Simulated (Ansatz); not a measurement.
Cu₃AsS₄ (Pmn2₁, No. 31): properties by level of theory

Reference values: equilibrium volume per atom 18.27 Å³/atom (measured, temperature not stated, copied from a table, unchecked, not corrected to a static lattice; as tabulated in Zeitschrift fur Kristallographie 219, 20 (2004)); band gap 1.24 eV (measured, temperature not stated, not corrected to a static lattice; as tabulated in Kim et al. (2020), doi:10.1038/s41597-020-00723-8).

```
level (code)     equilibrium volume per atom (Å³/atom)  bulk modulus (GPa)  cohesive energy (eV/atom)  band gap (eV)
---------------  -------------------------------------  ------------------  -------------------------  -------------
LDA (Ansatz)                                     17.15                94.8                       4.41           0.00
PBEsol (Ansatz)                                  17.70                85.8                       3.88           0.00
r²SCAN (Ansatz)                                  18.09                81.3                       3.58           0.16
```

Computed values are for a static lattice. Levels without +SOC have no spin–orbit coupling; where heavier elements are present it shifts gaps, mostly down, and can invert bands. A gap of zero means that the bands touch or overlap; how far they overlap is not shown.  Each level is taken at its own relaxed cell. Cutoffs differ between the levels. Ansatz's density-functional and Hartree–Fock values are scalar-relativistic unless marked +SOC, with PAW data made under PBE.

Caveats: the gap of the solid is closed in this run (LDA, PBEsol). Ansatz's density-functional and Hartree–Fock values are scalar-relativistic unless marked +SOC, with PAW data made under PBE.

Ansatz is a first-principles code.
